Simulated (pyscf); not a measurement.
**Routes from `[NH2][BH][Cl]` + `[H][H]`**

Candidate steps break at most two bonds and form at most two. Each was searched with GFN2-xTB (tblite) first. Structures and frequencies: ωB97X-D3(BJ)/def2-SVP in PySCF. Energies: ωB97M-D3(BJ)/def2-TZVP, kcal/mol, from the separated reactants, singlet surface; ΔG‡ with ideal gas, 1 atm, RRHO with modes under 100 cm⁻¹ raised to 100, one conformer, R ln 2 for chiral ones without a mode under 150 cm⁻¹.

```
products                       type   ΔE‡     ΔE  ΔG‡ 298 K  ΔG‡ 900 K  ν‡ (cm⁻¹)
-------------  --------------------  ----  -----  ---------  ---------  ---------
H₂B–Cl + NH₃   four-centre exchange  42.0  +29.4       51.9       70.0      1410i
H₂B–NH₂ + HCl  four-centre exchange  43.1  +16.8       52.5       69.7       903i
```

Row 1: On the product side the descent ends in an adduct with a B–N contact, 30.5 kcal/mol under the separated species and 43.3 kcal/mol under the saddle at ωB97X-D3(BJ)/def2-TZVP. 

Plain bond fissions and candidates not yet searched are not listed, and one of them may be faster. Each barrier is that of the saddle found; lower ones may exist.
